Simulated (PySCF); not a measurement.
Oscillator strengths, rates and cross-sections

C3H8P2.
Atom-mapped SMILES: `[CH3:1][C:2]([CH3:3])=[P:4][PH2:5]` (hydrogens: H6, H7, H8 on C1; H9, H10, H11 on C3; H12, H13 on P5)

Geometry (GFN2-xTB, Å), atoms numbered from 1 in this order:
```
atom  x, y, z in Å
C1    -1.5061   -1.2381   -0.0387
C2    -0.3252   -0.3266    0.0818
C3    -0.6422    1.1263   -0.0453
P4     1.1981   -1.0230    0.2864
P5     2.5016    0.7046    0.4219
H6    -2.0350   -1.0529   -0.9750
H7    -1.2044   -2.2823   -0.0058
H8    -2.2087   -1.0517    0.7754
H9    -1.5448    1.3674    0.5171
H10    0.1785    1.7521    0.3071
H11   -0.8297    1.3749   -1.0923
H12    2.7996    0.7380   -0.9414
H13    3.6139   -0.0882    0.6910
```

Computed, not measured: TDDFT CAM-B3LYP/def2-SVPD, vertical, gas phase, core orbitals frozen in the response (PySCF).

Computed singlets with f of 0.002 or more:

```csv
state,ν̃ (cm⁻¹),f
S1,33720,0.018
S2,40920,0.253
S3,47190,0.051
S4,49630,0.0084
S5,50220,0.034
S6,52310,0.118
S7,52820,0.067
S8,53970,0.010
```

Problem. Turn these into Einstein A coefficients, radiative lifetimes, transition dipoles and integrated cross-sections.

Solution. A / s⁻¹ = 0.6670 f (ν̃ / cm⁻¹)² and τ = 1/A in vacuum; |μ| follows from f = (2/3) ΔE |μ|² (atomic units, 1 au = 2.5417 D); ∫σ dE = 109.76 f Mb·eV.

```json
{"state": "S1", "A (s⁻¹)": "1.3×10⁷", "τ": "75 ns", "|μ| (D)": "1.06", "∫σ dE (Mb·eV)": "1.9"}
{"state": "S2", "A (s⁻¹)": "2.8×10⁸", "τ": "3.5 ns", "|μ| (D)": "3.62", "∫σ dE (Mb·eV)": "28"}
{"state": "S3", "A (s⁻¹)": "7.5×10⁷", "τ": "13 ns", "|μ| (D)": "1.51", "∫σ dE (Mb·eV)": "5.6"}
{"state": "S4", "A (s⁻¹)": "1.4×10⁷", "τ": "72 ns", "|μ| (D)": "0.60", "∫σ dE (Mb·eV)": "0.93"}
{"state": "S5", "A (s⁻¹)": "5.6×10⁷", "τ": "18 ns", "|μ| (D)": "1.19", "∫σ dE (Mb·eV)": "3.7"}
{"state": "S6", "A (s⁻¹)": "2.2×10⁸", "τ": "4.6 ns", "|μ| (D)": "2.19", "∫σ dE (Mb·eV)": "13"}
{"state": "S7", "A (s⁻¹)": "1.2×10⁸", "τ": "8.1 ns", "|μ| (D)": "1.64", "∫σ dE (Mb·eV)": "7.3"}
{"state": "S8", "A (s⁻¹)": "2.0×10⁷", "τ": "49 ns", "|μ| (D)": "0.64", "∫σ dE (Mb·eV)": "1.1"}
```

Leading configurations: S1 H→L (58%); S2 H-1→L (56%); S3 H→L+1 (56%); S4 H→L+2 (65%); S5 H-2→L (52%); S6 H-1→L+1 (36%); S7 H→L+3 (35%); S8 H-3→L (58%) (H = HOMO, L = LUMO).

These lifetimes count emission to the ground state at the vertical energy alone; relaxation of the geometry and all other decay channels are left out.

Problem. How much energy does a mole of photons resonant with S2 carry?

Solution. 5.073 eV × 96.485 = 489 kJ/mol (117 kcal/mol).

Problem. What is the integrated cross-section of all computed states together?

Solution. Σf = 0.558 over S1 to S8, so 109.76 × Σf ≈ 61.2 Mb·eV.

Problem. By what factor does the largest A in the list exceed the smallest?

Solution. S2 has 21 times the rate of S1.

One conformer stands for the species.
